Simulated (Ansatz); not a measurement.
# BH4⁺, singlet: the ladder up to full CI

Geometry: that of the BH4, doublet, kept fixed.

```yaml
atoms:
  - { symbol: B, position_ang: [0.0000, 0.0000, 0.0000] }
  - { symbol: H, position_ang: [0.4147, 0.8125, 0.8107] }
  - { symbol: H, position_ang: [-0.4243, -0.8077, 0.8105] }
  - { symbol: H, position_ang: [-0.4128, 0.8086, -0.8154] }
  - { symbol: H, position_ang: [0.4225, -0.8134, -0.8057] }
```

Basis 6-31G; Ansatz 0.2.0. Only valence electrons are correlated (noble-gas cores frozen), which leaves 6 electrons in 16 orbitals. R marks a restricted (for open shells ROHF) determinant, U an unrestricted one. Active spaces: valence = (6e, 8o) chosen from the atoms' valence shells.

Full CI is exact within this basis and frozen core; it isn't the basis-set limit. The frozen core follows each run's orbitals, which can shift R against U totals by a few meV.

The UHF ⟨S²⟩ is 0.288. The T1 diagnostic (RCCSD) is 0.0093. The largest doubles amplitude (RCCSD) is 0.139.

```tsv
level	E − E(RHF) (eV)
RMP2	-2.0241
RCCSD	-2.8370
RCCSD(T)	-2.8897
```

Problem. Estimate how far full CI in 6-31G lies from RCCSD(T). The table doesn't fix it; the size of (T) and the diagnostics are the guide.

Solution. Full CI in 6-31G lies 2.1 kJ/mol below RCCSD(T), which is 42 % of the (T) step (-5.1 kJ/mol). A doubles amplitude is large, RHF is unstable towards spin polarisation, and the rest is a large part of (T).

The other levels:

```tsv
level	E − E(full CI) (kJ/mol)	share of correlation (%)	wall time
CISD	17.1	93.92	0.09 s
BCCD(T)	2.1	99.24	0.15 s
RCCSDT	0.6	99.79	–
CISDTQ	0.3	99.91	0.3 s
RCCSDT(Q)	0.1	99.95	0.27 s
RCCSDTQ	0.0	100.00	0.84 s
CASSCF (valence space)	51.9	81.53	–
NEVPT2 (valence space)	13.8	95.09	0.57 s
MRCISD (valence space)	1.0	99.65	–
MRCISD+Q (valence space)	0.4	99.85	0.99 s
```

The correlation energy at full CI, counted from RHF, is -2.912 eV. That run took 0.33 s on 1 thread of AMD EPYC 9R45, shared host over 78,688 determinants.

Run but not shown, since their state or frozen core can't be matched to the reference's or they repeat it: UHF.

Times hold each run's SCF and search for its determinant on a shared host, so for small cases they say little of a method's own cost; they ran on 1 thread of AMD EPYC 9R45.

The full-CI state has the irrep A1 of C2v, in the program's axes (one component, if the state is degenerate).

Natural occupations of full CI about the gap: 1.963 1.917 1.917 0.133 0.019 0.015 0.015 0.006 0.005 0.005; effectively unpaired electrons, Σ n²(2−n)², 0.12.
